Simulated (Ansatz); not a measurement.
**CH4OSi: composite energy at a relaxed geometry**

The task is a composite energy at a relaxed geometry, for CH4OSi.

Program: Ansatz 0.2.0, driven from Python. The levels of theory stand in the script. These are calculated values, not measurements.

## (1) The system

Bond lengths: C1–Si2 1.786 Å, Si2–O3 1.641 Å, C1–H4 1.040 Å, C1–H5 1.154 Å, C1–H6 1.108 Å, O3–H7 0.980 Å. Angles: C1–Si2–O3 111.3°, Si2–C1–H4 112.2°, Si2–C1–H5 111.5°, Si2–C1–H6 114.7°, H4–C1–H5 104.8°, H4–C1–H6 109.5°, H5–C1–H6 103.4°, Si2–O3–H7 119.4°.

The script holds or builds the structure itself.

## (2) The script

run_composite.py

```python
'''A composite energy for CH4OSi: DFT geometry, MP2 basis limit, coupled-cluster correction.'''

from dataclasses import dataclass
import itertools

import ansatz as az
from ase import Atoms
from ase.data import atomic_numbers, covalent_radii
import numpy as np


@dataclass
class RunConfig:
    basis_set: str = 'def2-SVP'
    functional: str = 'pbe0'


opts = RunConfig()


def main() -> None:
    atoms = Atoms(['C', 'Si', 'O', 'H', 'H', 'H', 'H'], positions=[
        [-0.6779, 0.4529, -0.2995],
        [1.0462, 0.0809, -0.5784],
        [1.5327, -1.2015, 0.3228],
        [-1.2992, -0.3359, -0.5722],
        [-1.029, 1.342, -0.9454],
        [-0.9206, 0.7742, 0.7324],
        [1.4092, -1.1806, 1.2947],
    ])
    molecule = az.Crystal.molecule_from_ase(atoms)

    model = (
        molecule.calculation()
        .basis(gaussian=opts.basis_set)
        .functional(opts.functional)
    )
    symbols = [site.symbol for site in molecule.cartesian_sites]
    start = np.array([site.position_ang for site in molecule.cartesian_sites], dtype=float)
    rep = model.relax(force_tolerance=0.01).run(threads=1, pin='off').report
    end = np.array(rep['positions_ang'])
    # pairs closer than 1.2 times the sum of covalent radii, before or after
    radius = [covalent_radii[atomic_numbers[s]] for s in symbols]
    span = lambda where, i, j: np.linalg.norm(where[i] - where[j])
    bonded = [(i, j) for i, j in itertools.combinations(range(len(symbols)), 2) if min(span(start, i, j), span(end, i, j)) < 1.2 * (radius[i] + radius[j])]
    print('pair        before    after (A)')
    for i, j in bonded:
        print(f'{symbols[i]}{i}-{symbols[j]}{j}'.ljust(10), f'{span(start, i, j):8.4f} {span(end, i, j):8.4f}')
    for first, second in list(itertools.combinations(bonded, 2)):
        shared = set(first) & set(second)
        if shared and symbols[(j := shared.pop())] != 'H':
            i, k = sorted((set(first) | set(second)) - {j})
            u, v = end[i] - end[j], end[k] - end[j]
            angle = np.degrees(np.arccos(np.clip(u @ v / np.linalg.norm(u) / np.linalg.norm(v), -1, 1)))
            print(f'final angle {symbols[i]}{i}-{symbols[j]}{j}-{symbols[k]}{k}: {angle:.2f} deg')

    minimum = az.Crystal.molecule()
    for symbol, place in zip(symbols, end):
        minimum = minimum.atom(symbol, place.tolist())
    at_minimum = minimum.calculation()
    # MP2 extrapolated to the basis limit, plus the small-basis difference CCSD(T) - MP2
    level = lambda method, basis: at_minimum.basis(gaussian=basis).correlation(method).run(threads=1, pin='off').report
    small, large, cluster = level('mp2', 'cc-pVDZ'), level('mp2', 'cc-pVTZ'), level('ccsd_t', 'cc-pVDZ')
    corr = lambda each: (each['free_energy_ev'] - each['reference_energy_ev']) / 27.211386246
    mp2_limit = (27 * corr(large) - 8 * corr(small)) / 19
    pieces = {'HF / cc-pVTZ': large['reference_energy_ev'] / 27.211386246, 'MP2 correlation, DZ-TZ limit': mp2_limit, 'CCSD(T) - MP2 / cc-pVDZ': corr(cluster) - corr(small)}
    for name, value in pieces.items():
        print(f'{name:32s} {value:14.6f} Ha')
    print(f'{"sum":32s} {sum(pieces.values()):14.6f} Ha')
    print('T1 diagnostic', round(cluster['correlation']['coupled_cluster']['t1_diagnostic'], 4))


if __name__ == '__main__':
    main()
```

## (3) What the engine is handed

The package turns the script's settings into the engine's input (first run):

```yaml
crystal:
  periodic: [false, false, false]
  atoms:
    - { symbol: C, position_ang: [-0.6779, 0.4529, -0.2995] }
    - { symbol: Si, position_ang: [1.0462, 0.0809, -0.5784] }
    - { symbol: O, position_ang: [1.5327, -1.2015, 0.3228] }
    - { symbol: H, position_ang: [-1.2992, -0.3359, -0.5722] }
    - { symbol: H, position_ang: [-1.029, 1.342, -0.9454] }
    - { symbol: H, position_ang: [-0.9206, 0.7742, 0.7324] }
    - { symbol: H, position_ang: [1.4092, -1.1806, 1.2947] }
basis:
  gaussian:
    orbitals: def2-SVP
hamiltonian:
  xc: pbe0
relax:
  f_tol: 0.01
```

## (4) Running it

Started as:

```console
$ python run_composite.py
```

Without the output at hand: what should come out? Wanted: T1 diagnostic; composite energy.

**Answer**, as computed:

| quantity | value |
| --- | --- |
| T1 diagnostic | 0.0152 |
| composite energy | -404.673796 Ha |
| runs compared | 3 |

**Reading.** All 3 runs converged (15 to 21 cycles). A T1 diagnostic under about 0.02 supports a single-reference treatment, as here. Run 0: The relaxation took 15 moves; the largest shift is 0.564 Å, of atom 7 (H). Notes:
- The sum leaves out core correlation, relativity, the Hartree-Fock basis error and zero-point energy; a DZ-TZ extrapolation is rough.
- Inner cores stay frozen, so this is valence correlation.
- For Al to Cl the sets with a tight d function, cc-pV(X+d)Z, are usual.
- An extrapolation from small basis sets is rough.
